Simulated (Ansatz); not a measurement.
A made-up structure of LiSiH3S, singlet:

Li1  (-1.391, -0.993, -0.658)
S2  (-0.819, -1.143, 1.441)
Si3  (0.202, 0.284, -0.361)
H4  (1.482, -0.034, -1.051)
H5  (-0.044, 1.744, -0.509)
H6  (0.570, 0.142, 1.138)
(Å)

It is relaxed with PBE-D4/def2-SVP and then PBE0-D4/def2-TZVP (Ansatz 0.2.0). Atoms count as bonded within 1.22 times the sum of their covalent radii (H–H: 0.88 Å). The end point is not checked to be a true minimum.

Does its bonding change? (A judgement: the text doesn't fix the answer.)

By the calculation: Yes. Formed: Li1–H5; broken: none.

Where it ends: The first stage lowers the energy by 3.44 eV in 24 steps. It ends as LiSiH₃S ([H]1[Li]2[S][SiH2]12):
Li1  (-1.905, -0.338, -0.557)
S2  (-0.598, -1.608, 0.640)
Si3  (0.474, 0.082, 0.140)
H4  (1.649, -0.085, -0.759)
H5  (-0.492, 0.949, -0.706)
H6  (0.872, 1.000, 1.242)
(Å)

Labels in which every atom is bracketed show which atoms are joined, not bond orders.

For scale, one of the runs: PBE0-D4/def2-TZVP relaxation, 106 basis functions, launched by `ansatz run in.yaml --threads 2 --pin off --events-out ev --progress --plain --max-ram 4352MiB`. Hardware: 2 CPU threads of an Arm Neoverse V1, shared host. Wall time about 14 s.
